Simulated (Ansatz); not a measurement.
A calculation with Ansatz (development build ahead of 0.2.0).

```yaml
crystal:
  periodic: [false, false, false]
  atoms:
    - { symbol: C, position_ang: [-0.05239, -0.11254, -0.11624] }
    - { symbol: H, position_ang: [-0.28599, -0.04035, 0.95823] }
    - { symbol: H, position_ang: [0.49194, 0.82348, -0.32061] }
basis:
  gaussian: { orbitals: def2-SVP }
total_charge: 1
magnetization:
  spin_polarized: true
  initial_magnetization: 1
hamiltonian:
  xc: pbe0
output:
  forces: true
```

The input is written out in the form of the current development build from the run's settings.

The run gave:

```json
{
  "Converged": "yes",
  "Total energy": "-38.66376 hartree",
  "Spin squared of the determinant": "0.751",
  "Stability test": "minimum"
}
```

Forces (eV/Å):
| atom | Fx | Fy | Fz |
| --- | --- | --- | --- |
| C1 | 0.480 | 1.558 | 1.346 |
| H2 | -0.968 | -1.588 | 0.524 |
| H3 | 0.488 | 0.030 | -1.870 |
